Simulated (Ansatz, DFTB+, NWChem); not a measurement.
Loss of H2: C2H7N → C2H5N + H2

Species: C2H7N (dimethylamine) `CNC`, singlet; C2H5N (N-methylmethanimine) `C=NC`, singlet; H2 (hydrogen), singlet. 

Shapes, held fixed at every level: PBE0-D4/def2-TZVP. Programs: Ansatz 0.2.0, DFTB+ 25.1, NWChem 7.3.0. The zero-point and thermal change to 298 K, harmonic and unscaled (PBE0-D4/def2-TZVP), is -30.1 kJ/mol.

| level | kind | ΔH(298 K) (kJ/mol) | less CCSD(T)/CBS estimate |
| --- | --- | --- | --- |
| DFTB2 | semi-empirical | +214.0 | +115.3 |
| HF/def2-TZVPP | Hartree–Fock | +96.8 | -1.9 |
| SPW92/def2-TZVPP | LDA | +134.9 | +36.2 |
| B3LYP/6-31G* (Cartesian functions) | global hybrid | +88.2 | -10.5 |
| PBE0/def2-SVP | global hybrid | +121.7 | +23.0 |
| MP2/def2-TZVPP | perturbation theory | +100.7 | +2.0 |
| CCSD(T)/def2-SVP | coupled cluster or CI | +96.0 | -2.7 |
| CCSD(T)/CBS estimate | coupled cluster or CI | +98.7 | 0.0 |

The highest level, CCSD(T)/CBS estimate, gives ΔH(298 K) = +98.7 kJ/mol; the levels span +88.2 to +214.0. DFTB2 strays far from the other rows. The column of differences is taken from that level and isn't an error. No measured value is set beside it here. The CBS estimate extrapolates MP2 from def2-TZVPP and def2-QZVPP and adds CCSD(T) − MP2 in the triple-zeta set, cores frozen; for H2 it overshoots the exact energy by about 1 mEh.
